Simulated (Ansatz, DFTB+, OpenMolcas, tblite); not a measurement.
**How methods differ on C2H7P (SMILES CPC)**

The species is C2H7P (10 atoms), meant as a singlet with charge 0. SMILES: `CPC`. The shape is that of a PBE0-D4/def2-TZVP optimisation.

Each level gives the HOMO–LUMO gap (eV). The values are calculated.

| level | kind | program | value (eV) |
| --- | --- | --- | --- |
| DFTB2 | semi-empirical | DFTB+ | 5.08 |
| GFN1-xTB | semi-empirical | tblite | 5.97 |
| HF/6-311+G** | Hartree–Fock | OpenMolcas | 10.95 |
| SVWN5/6-311+G** | LDA | OpenMolcas | 4.98 |
| revPBE/6-311+G** | GGA | OpenMolcas | 4.96 |
| M06-L/6-311+G** | meta-GGA | OpenMolcas | 5.64 |
| B3LYP/6-311+G** | global hybrid | OpenMolcas | 6.30 |
| wB97M-V/6-311+G** | range-separated hybrid | Ansatz | 9.70 |
| B2PLYP/6-311+G** | double hybrid | Ansatz | 8.31 |

The values span 4.96 to 10.95 eV. Orbital gaps aren't excitation energies, and those of double hybrids come from the SCF part alone; they tend to grow with the share of exact exchange.
